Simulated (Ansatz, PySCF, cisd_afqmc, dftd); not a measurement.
Reaction: C2H2O (SMILES C=C=O) → C2H2O (SMILES C#CO)
Each species at its own B3LYP-D3(BJ)/def2-TZVP minimum (Ansatz, a quantum-chemistry and plane-wave program), one conformer.

Property: isomerisation energy (enthalpy at 298 K, ideal-gas terms from PySCF's Hessians at B3LYP-D3(BJ)/def2-TZVP), in kcal/mol. Open shells are spin-unrestricted; no spin-orbit coupling. Cores are frozen in correlated methods. Rows without X2C or -DK are non-relativistic. AFQMC/CISD: phaseless, guided by CISD from CCSD amplitudes; bars are statistical, one sigma. Outlying blocks are dropped, and bars are widened where a walk drifts. Over all cases where full CI ran beside it in this data, AFQMC minus full CI had a median of +0.1 mEh and passed +0.4 mEh in a tenth of the cases. CBS(X,Y): correlation extrapolated as X^-3, Hartree-Fock from the larger set (Q,5: extrapolated as (X+1)exp(-9√X)). A bracket is a step between two methods taken in the basis named. Functionals run without relativity, which enters their misses. Double hybrids freeze cores in their MP2 part. '+ core + X2C': CCSD(T) terms for core correlation (cc-pwCVTZ) and scalar relativity (cc-pVTZ-DK).

From measured enthalpies of formation at 298 K: 33.8 kcal/mol (Active Thermochemical Tables 1.112 (ions: stationary electron), as tabulated in the package chemicals). The calculations leave out spin-orbit terms.

```
level                                                                            program  isomerisation energy (kcal/mol)  error against that value
------------------------------------------------------------------------  --------------  -------------------------------  ------------------------
r2SCAN/def2-TZVPD                                                                 Ansatz                             39.8                       6.0
B3LYP/def2-TZVPD                                                                  Ansatz                             37.5                       3.7
PBE0-D4/def2-TZVPD                                                        Ansatz + dftd4                             37.6                       3.8
r2SCANh-D4/def2-TZVPD                                                     Ansatz + dftd4                             39.1                       5.3
B2PLYP-D4/def2-TZVPD                                                      Ansatz + dftd4                             36.6                       2.8
B2PLYP/def2-TZVPD                                                                 Ansatz                             36.6                       2.8
B2GP-PLYP-D3(BJ)/def2-TZVPD                                               Ansatz + dftd3                             36.1                       2.3
MP2/cc-pVDZ                                                                       Ansatz                             38.0                       4.2
CCSD/cc-pVDZ                                                                      Ansatz                             37.4                       3.6
CCSD(T)/cc-pV5Z                                                                   Ansatz                             33.8                       0.0
CCSD(T)/CBS(cc-pVQZ,cc-pV5Z) + core + X2C                                         Ansatz                             33.6                      -0.2
AFQMC/CISD/cc-pVDZ                                                            cisd_afqmc                       38.3 ± 0.3                       4.5
CCSD(T)/CBS(cc-pVQZ,cc-pV5Z) + [CCSDT(Q) - CCSD(T)]/cc-pVDZ + core + X2C          Ansatz                             33.8                       0.0
```
